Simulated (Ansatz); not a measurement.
Mulliken charges of BH$_{3}$N (`B[NH]`) radical from PBE/def2-TZVPP in Ansatz (PBE0-D4/def2-TZVP geometry).

```tsv
atom	x (Å)	y (Å)	z (Å)	charge (e)
B1	-0.311	-0.370	-0.092	-0.094
N2	0.531	0.655	-0.020	-0.129
H3	-0.415	-1.107	0.863	0.009
H4	-0.964	-0.573	-1.082	0.010
H5	1.208	1.322	0.289	0.205
```

Question: By hand: the dipole of these point charges (1 e Å = 4.8032 D).

Answer: Σ q r = (0.195, 0.206, 0.067) e Å, of length 0.291 e Å = 1.40 D.

Question: How does the dipole of the full density compare? (Estimate.)

Answer: The calculation gave: (0.176, 0.169, 0.089) e Å, 1.25 D; the point charges give 1.12 times that, at 7° from its direction.

Point charges leave out the atoms' own dipoles, such as those of lone pairs, and Mulliken's split depends on the basis, so the close match here is no proof of good charges.
